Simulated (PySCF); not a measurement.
F₄Si, charge -1, multiplicity 2. Atoms are numbered in the order given.

```xyz
5

F      0.0000     1.7050    -0.4884
Si     0.0000     0.0000    -0.3022
F      0.0000    -1.7050    -0.4884
F      1.3164     0.0000     0.7235
F     -1.3164     0.0000     0.7235
```
Charge -1, spin multiplicity 2.

The structure is a stationary point at PBE0-D3(BJ)/def2-SVPD. The spin state was assumed, not searched. The isomer is the one that the SMILES or the coordinates give; other isomers of the formula were not compared.

Computed with ωB97X/def2-SVPD (PySCF).

```
Property                                                           Result
------------------------------------------------  -----------------------
total energy                                           -688.65560 hartree
point group                                                           C2v
α spin, highest occupied and lowest empty level         -2.58 and 7.02 eV
β spin, highest occupied and lowest empty level         -8.04 and 4.49 eV
dipole moment about the centre of nuclear charge                   0.02 D
mean static polarisability                           39.3 bohr³ (5.82 Å³)
polarisability, principal values                   37.1, 39.8, 40.9 bohr³
⟨S²⟩                                              0.752 (pure state 0.75)
```
